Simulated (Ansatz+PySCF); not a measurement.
**singlet C2H6O: levels of theory in one basis**

```xyz
9

C     0.0000   -0.4146   -0.3535
C     0.0000   -0.4345    1.1567
O     0.0000    0.9232   -0.7809
H    -0.8892   -0.9616   -0.7300
H     0.8892   -0.9616   -0.7300
H     0.0000   -1.4668    1.5374
H     0.8896    0.0825    1.5468
H    -0.8896    0.0825    1.5468
H     0.0000    0.9341   -1.7424
```

Basis set: def2-SVP (spherical functions). Correlated methods keep 3 orbitals frozen. Charge 0, multiplicity 1.

Computed with Ansatz (development build ahead of 0.2.0); each method stands on the lowest determinant of its kind that the runs found. NEVPT2 correlates all electrons. Active spaces start from the frontier orbitals, and the lowest solution found is given.

| method | E − E(RHF) (eV) | <S²> of the determinant |
| --- | --- | --- |
| RHF | 0.00 | 0.00 |
| RHF-MP2 | -13.05 | – |
| RHF-CCSD | -14.07 | – |
| CASSCF(2,2) | -0.56 | – |
| SC-NEVPT2(2,2) | -13.20 | – |

What does RHF-CCSD(T) give on the same scale?

-14.41 eV.

Is a single determinant a sound starting point here?

By this sign, yes. Unrestricted orbitals gain 0.00 eV and <S²> is 0.00 against 0.00 for a pure state. The CASSCF(2,2) natural occupations are 1.98, 0.02.

Caution for CASSCF(2,2): other starts end on other solutions of this active space.
